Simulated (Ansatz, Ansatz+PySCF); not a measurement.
```json
{"atom": "C", "x (Å)": "-0.0034", "y (Å)": "0.0092", "z (Å)": "-0.6632"}
{"atom": "C", "x (Å)": "0.0091", "y (Å)": "-0.0040", "z (Å)": "0.6660"}
{"atom": "H", "x (Å)": "0.0019", "y (Å)": "-0.9226", "z (Å)": "-1.2355"}
{"atom": "H", "x (Å)": "-0.0069", "y (Å)": "0.9240", "z (Å)": "-1.2412"}
{"atom": "H", "x (Å)": "0.0079", "y (Å)": "-0.9260", "z (Å)": "1.2370"}
{"atom": "H", "x (Å)": "0.0000", "y (Å)": "0.9376", "z (Å)": "1.2480"}
```

RHF on singlet C₂H₄ was run in several spherical basis sets with Ansatz (development build ahead of 0.2.0).

Problem. Rank the basis sets by the total energy that they give, lowest first, with the distance from the lowest.
A. STO-3G
B. 6-31G(d)
C. def2-TZVP
D. cc-pVDZ
E. cc-pVTZ
F. def2-SVP

Solution. C (0.00 eV), E (0.03 eV), D (0.67 eV), B (0.92 eV), F (2.36 eV), A (26.99 eV).

Totals follow the description of the cores as much as that of the bonds, so this order isn't one of quality for chemistry.
